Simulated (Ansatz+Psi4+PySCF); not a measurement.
Two shapes of doublet CH4O(+).

Shape 1:

```xyz
6

C    -0.0471    0.6644    0.0000
O    -0.0471   -0.7585    0.0000
H    -1.0930    0.9698    0.0000
H     0.8785   -1.0485    0.0000
H     0.4371    1.0804    0.8918
H     0.4371    1.0804   -0.8918
```

Shape 2:

```xyz
6

C    -0.0710    0.6721    0.0164
O    -0.0393   -0.7668   -0.0278
H    -1.1128    0.9601    0.0203
H     0.8748   -1.0235   -0.0163
H     0.4459    1.0970    0.9151
H     0.4538    1.0960   -0.9112
```

Basis set: cc-pVTZ (spherical functions). Left uncorrelated: 2 orbitals. Correlation on ROHF uses semicanonical orbitals with singles. Charge 1, multiplicity 2.

Computed with Ansatz (development build ahead of 0.2.0) and Psi4 1.11; each method stands on the lowest determinant of its kind that the runs found.

(1) Which shape is lower in energy, and by how much in each method?

Answers

(1)

```
  method  E(2) − E(1) (eV)
    ROHF             0.059
     UHF             0.057
ROHF-MP2             0.054
 UHF-MP2             0.052
```

Shape 1 is lower.
